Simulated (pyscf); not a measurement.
H₂S (SMILES S) + F–Ga(Cl)–Cl (SMILES [F][Ga]([Cl])[Cl]) → HS–Ga(Cl)–Cl (SMILES [SH][Ga]([Cl])[Cl]) + HF (SMILES F) (four-centre exchange; singlet surface; H–S, F–Ga broken, Ga–S, F–H formed). Optimised with ωB97X-D3(BJ)/def2-SVP in PySCF. Energies in kJ/mol from the separated reactants.

| level | barrier | reaction energy |
|---|---|---|
| ωB97X-D3(BJ)/def2-TZVP | -32.8 | -21.8 |
| PBE/def2-TZVP | -33.0 | -12.5 |
| B3LYP-D3(BJ)/def2-TZVP | ___ | ___ |
| PBE0-D3(BJ)/def2-TZVP | ___ | -20.9 |
| ωB97M-D3(BJ)/def2-TZVP | -15.9 | -9.9 |
| HF/def2-TZVP | 52.4 | +2.8 |

Problem. Some entries are withheld; supply them.

Solution. 
- B3LYP-D3(BJ)/def2-TZVP, barrier: -20.2
- B3LYP-D3(BJ)/def2-TZVP, reaction energy: -12.0
- PBE0-D3(BJ)/def2-TZVP, barrier: -34.8

On the reactant side the descent ends in an adduct with a Ga–S contact, 87.7 kJ/mol under the separated species and 54.9 kJ/mol under the saddle at ωB97X-D3(BJ)/def2-TZVP. On the product side the descent ends in an adduct with a F–Ga contact, 39.3 kJ/mol under the separated species and 28.3 kJ/mol under the saddle at ωB97X-D3(BJ)/def2-TZVP. At ωB97X-D3(BJ), PBE, B3LYP-D3(BJ), PBE0-D3(BJ), ωB97M-D3(BJ) the saddle lies under the separated reactants, which points to a path from their complex (located at ωB97X-D3(BJ) alone). At ωB97X-D3(BJ), PBE, B3LYP-D3(BJ), PBE0-D3(BJ), ωB97M-D3(BJ) the saddle lies under the separated products, which points to a path from their complex (located at ωB97X-D3(BJ) alone). What is counted as formed (Ga–S) is already present as a longer contact in the reactant adduct; forming that adduct is a step of its own. What is counted as broken (F–Ga) persists as a longer contact in the product adduct; parting that adduct is a step of its own. This is the saddle that the search found; another between the same sides may lie lower. Elements up to Kr have no core potential and no relativistic terms here.
